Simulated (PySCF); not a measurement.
# Name the molecule from its bond curve

A diatomic of charge 0 contains Na. Its quartet curve at r²SCAN0 in a double-zeta basis (spin-free X2C with a Gaussian nucleus, PySCF), in eV from the separated fragments:

R (Å), E (eV) and a bar:
```
    2.335     -1.175 ########################
    2.443     -1.355 ###########
    2.552     -1.455 ###
    2.634     -1.489 #
    2.715     -1.498 
    2.796     -1.487 #
    2.905     -1.448 ####
    3.041     -1.374 #########
    3.204     -1.263 ##################
    3.421     -1.099 ##############################
```

The fit gives ωe = 259 cm⁻¹ and the rotational constant Bₑ = 0.1824 cm⁻¹.

Q: Which atom is the partner?

A: The minimum lies at 2.707 Å, so the reduced mass is 16.8576 u Å² cm⁻¹/(Bₑ·Re²) = 12.61 u. With Na at 22.99 u the partner weighs about 27.9 u: Si. The molecule is NaSi.

The state was picked by a PBE0 search and need not be the measured ground state.
